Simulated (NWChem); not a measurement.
## Atomisation of C3H7

```
C
H 1 1.1033
C 1 1.4900 2 118.53
H 3 1.1089 1 112.38 2 -27.42
H 3 1.1134 4 108.05 1 123.86
H 3 1.1208 4 106.37 5 112.80
C 1 1.4900 2 118.53 3 166.76
H 7 1.1089 1 112.38 2 27.42
H 7 1.1134 8 108.05 1 -123.86
H 7 1.1208 8 106.37 9 -112.80
```
Charge 0, spin multiplicity 2.

The numbers come from NWChem runs, not from measurements. Structure: optimised with UPBE/def2-SVP, a minimum by its harmonic frequencies.

Basis set: def2-TZVP. The atomisation energy is electronic alone: no zero-point, thermal, spin-orbit or counterpoise terms. No value is extrapolated to the basis-set limit. Free atoms are single determinants with multiplicities C 3, H 2. Correlated methods freeze the same cores in atoms and molecule, 3 orbitals in all.

| method | atomisation energy (kcal/mol) | relative cost |
|---|---|---|
| PBE | 913.4 | under 3 |
| r2SCAN | 904.7 | 4 |
| HF | 690.9 | 3 |
| LDA (SVWN5) | 1014.7 | 1 |
| B3LYP | 898.6 | under 3 |
| PBE0 | 904.7 | under 3 |
| TPSS | 908.9 | under 3 |
| MP2 | 871.2 | 4 |
| CAM-B3LYP | 903.4 | 10 |

The values span 323.7 kcal/mol, from HF (lowest) to LDA (SVWN5) (highest). Costs are rough ratios of processor time within this set of runs, SCF included, with LDA (SVWN5) as 1. Costs are the molecule's.

B3LYP has NWChem's definition, with VWN1-RPA local correlation. GW and range-separated runs recompute their integrals, the others keep them in memory, which bears on the times. The structure started from a generated list of species. The unpaired electrons of the parent sit in orbitals of symmetry a' (Cs labels of the run); other states weren't searched. No SCF solution was tested for a lower state. Open-shell Hartree-Fock references start from PBE0 orbitals; any time given for them includes that run.
